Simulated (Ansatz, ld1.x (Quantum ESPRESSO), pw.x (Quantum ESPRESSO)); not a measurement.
## Equation-of-state test of one TM potential (scandium (Sc))

scandium, norm-conserving Troullier–Martins (Kleinman–Bylander form), made with ld1.x (Quantum ESPRESSO) 7.5 (PBEsol, scalar-relativistic). Core [Ar], reference 3d1 4s1.5 4p0.5. Waves: 4p (bound): rc 4.20 bohr; 3d (bound): rc 2.65 bohr; 4s (bound): rc 2.80 bohr. Local part: the s channel. Core correction: Bessel-smoothed model core inside 1.30 bohr.

Atomic tests: cutoffs needed: 30 Ry and 35 Ry (the cutoffs (Ry, on a coarse ladder) from which the occupation-weighted sum of valence levels, in a spherical-Bessel basis at the reference potential, stays within 10 and 1 mRy of its value at 400 Ry); ghost test: no extra level below or beside the all-electron valence levels (p, d, s, f tested) (spherical-Bessel basis up to 400 Ry, 20 bohr box); largest excitation error: -139 meV (all-electron minus pseudo) for 3d0 4s2 4p1, out of 7 test configurations.

Crystal test: bcc Sc in pw.x 7.5, no spin, 13³ k-points, Fermi–Dirac smearing 0.01 Ry, cutoffs 50/200 Ry. The reference is all-electron LAPW (Ansatz 0.2.0) with the same functional, mesh and smearing; V0 and B0 come from Birch–Murnaghan fits to the pressures at five volumes. Errors are pseudo minus all-electron; Δ is the rms difference of the E(V) curves that follow from these fits, minima aligned, over ±6 % about the mean V0. Mesh and smearing are coarse, so the numbers serve the comparison and aren't converged zero-temperature values; the lattice is a test structure that the element need not adopt.

All-electron: a0 = 3.635 Å (V0 = 24.01 Å³/atom), B0 = 54.6 GPa.

Problem. How far does the potential miss the all-electron equation of state?

Solution. mean pressure error (GPa): +3.43. The pressure does not cross zero within the volumes sampled, so no fit is given. The largest radius (4.20 bohr) exceeds half the bond length (2.97 bohr), so the spheres overlap, which is one possible source of error among others. This is a poor potential for the solid.

```json
{"V (Å³/atom)": "22.786", "P all-electron (GPa)": "3.09", "P pseudo (GPa)": "7.20"}
{"V (Å³/atom)": "23.385", "P all-electron (GPa)": "1.49", "P pseudo (GPa)": "5.22"}
{"V (Å³/atom)": "23.985", "P all-electron (GPa)": "0.05", "P pseudo (GPa)": "3.45"}
{"V (Å³/atom)": "24.585", "P all-electron (GPa)": "-1.25", "P pseudo (GPa)": "1.84"}
{"V (Å³/atom)": "25.184", "P all-electron (GPa)": "-2.42", "P pseudo (GPa)": "0.40"}
```

Problem. At the middle volume, how do free energy and pressure move when the wave cutoff is lowered (ecutrho kept at four times it)?

Solution.

| cutoff (Ry) | shift of F (meV/atom) | shift of P (GPa) |
| --- | --- | --- |
| 22 | +849.2 | -20.29 |
| 30 | +60.9 | -2.91 |
| 40 | +0.5 | -0.06 |

Input at the middle volume:

```
&control
  calculation='scf', prefix='x', pseudo_dir='./', outdir='./tmp', tstress=.true., disk_io='none'
/
&system
  ibrav=0, nat=1, ntyp=1, ecutwfc=50, ecutrho=200, nbnd=8,
  occupations='smearing', smearing='fd', degauss=0.01
/
&electrons
  conv_thr=1e-09, mixing_beta=0.4, electron_maxstep=70
/
ATOMIC_SPECIES
Sc 1.0 Sc.UPF
CELL_PARAMETERS angstrom
  -1.81674195 1.81674195 1.81674195
  1.81674195 -1.81674195 1.81674195
  1.81674195 1.81674195 -1.81674195
ATOMIC_POSITIONS crystal
Sc 0.0000 0.0000 0.0000
K_POINTS automatic
13 13 13 0 0 0
```

```bash
pw.x < Sc.scf.in > Sc.scf.out
```

Lines of the output:

```
Message from routine setup:
     using ibrav=0 with symmetry is DISCOURAGED, use correct ibrav instead
     lattice parameter (alat)  =       5.9464  a.u.
     unit-cell volume          =     161.8588 (a.u.)^3
     number of electrons       =         3.00
     number of Kohn-Sham states=            8
     kinetic-energy cutoff     =      50.0000  Ry
     charge density cutoff     =     200.0000  Ry
     scf convergence threshold =      1.0E-09
     Exchange-correlation= PBESOL
     number of k points=    84  Fermi-Dirac smearing, width (Ry)=  0.0100
     iteration #  1     ecut=    50.00 Ry     beta= 0.40
     total energy              =     -18.77412832 Ry
     estimated scf accuracy    <       0.01291318 Ry
     iteration #  2     ecut=    50.00 Ry     beta= 0.40
     total energy              =     -18.77428886 Ry
     estimated scf accuracy    <       0.00182020 Ry
     iteration #  3     ecut=    50.00 Ry     beta= 0.40
     total energy              =     -18.77459181 Ry
     estimated scf accuracy    <       0.00007257 Ry
     iteration #  4     ecut=    50.00 Ry     beta= 0.40
     total energy              =     -18.77459523 Ry
     estimated scf accuracy    <       0.00002479 Ry
     iteration #  5     ecut=    50.00 Ry     beta= 0.40
     total energy              =     -18.77460072 Ry
     estimated scf accuracy    <       0.00000037 Ry
     iteration #  6     ecut=    50.00 Ry     beta= 0.40
     total energy              =     -18.77460076 Ry
     estimated scf accuracy    <       0.00000006 Ry
     iteration #  7     ecut=    50.00 Ry     beta= 0.40
     the Fermi energy is     5.3921 ev
!    total energy              =     -18.77460077 Ry
     estimated scf accuracy    <          1.8E-10 Ry
     smearing contrib. (-TS)   =      -0.01001271 Ry
     The total energy is F=E-TS. E is the sum of the following terms:
     one-electron contribution =       3.34758472 Ry
     hartree contribution      =       0.02366987 Ry
     xc contribution           =     -17.36571148 Ry
     ewald contribution        =      -4.77013116 Ry
     convergence has been achieved in   7 iterations
          total   stress  (Ry/bohr**3)                   (kbar)     P=       34.45
     Message from routine punch:
     Nothing written, as per user request (disk_io='none')
```

The run at the middle volume (84 k-points, 7 iterations) took about 7.6 s on one core of a shared host (Neoverse-V1, 32 threads, 247 GiB, load 25).
